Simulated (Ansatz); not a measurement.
This script drives Ansatz 0.2.0 through its Python package.

Script `c2h3o.py`:
```python
import ansatz as az
import numpy as np


def main() -> None:
    geometry_ang = [
        ("C", (-0.29761, 0.28488, -0.17813)),
        ("C", (0.61313, -0.58869, 0.3675)),
        ("O", (1.35192, -1.29538, 0.80938)),
        ("H", (-0.08562, 0.45379, -1.24479)),
        ("H", (-1.32036, -0.11173, -0.09038)),
        ("H", (-0.26146, 1.25713, 0.33642)),
    ]
    mol = az.Crystal.molecule()
    for symbol, xyz in geometry_ang:
        mol = mol.atom(symbol, xyz)

    model = mol.calculation().basis(gaussian="def2-SVP").functional("pbe").charge(1)
    symbols = [site.symbol for site in mol.cartesian_sites]
    pairs = [(0, 1), (0, 3), (0, 4), (0, 5), (1, 2)]
    print("held (A)   E (eV)        ", "  ".join(f"{symbols[i]}{i}-{symbols[j]}{j}" for i, j in pairs))
    for length in [1.01, 1.1, 1.19, 1.32, 1.49]:
        rep = model.relax(constraints=[az.DistanceConstraint((0, 5), at=length)], force_tolerance=0.02, max_steps=60).run(threads=1, backend="cpu").report
        xyz = np.array(rep["positions_ang"])
        print(f"{length:6.2f} {rep['free_energy_ev']:14.5f}  ", "  ".join(f"{np.linalg.norm(xyz[i] - xyz[j]):.3f}" for i, j in pairs))


if __name__ == "__main__":
    main()
```

It is started by `python c2h3o.py`. Estimate its wall time and peak memory on 1 thread of Arm Neoverse V2, with other jobs on the host.

It took about 24 s, with a peak of 0.19 GiB, for 5 runs of the engine.

```console
$ python c2h3o.py
held (A)   E (eV)         C0-C1  C0-H3  C0-H4  C0-H5  C1-O2
DeckWarning: relax.constraints: the input's atoms, or those drawn, lie off the distances that are held; a relaxation that starts there is brought onto them ahead of its first SCF, by positions alone, an atom by 4.53e-2 Å at the most. With the symmetry detection on, the symmetry is detected on the input's atoms as so [...]
  1.01    -4153.12223   1.423  1.116  1.116  1.010  1.131
  1.10    -4153.33149   1.421  1.116  1.116  1.100  1.131
  1.19    -4153.26283   1.419  1.116  1.116  1.190  1.132
  1.32    -4152.89829   1.415  1.114  1.114  1.320  1.133
  1.49    -4152.22738   1.409  1.113  1.113  1.490  1.134
```
(Warnings from the package without file and line, shortened, repeats left out.)

Total energies depend on the basis set; only differences at equal settings carry meaning. The energies are electronic: no zero-point or thermal terms, and the basis set is short of its limit.

(Lines on the test bed's own set-up are left out of the output.)
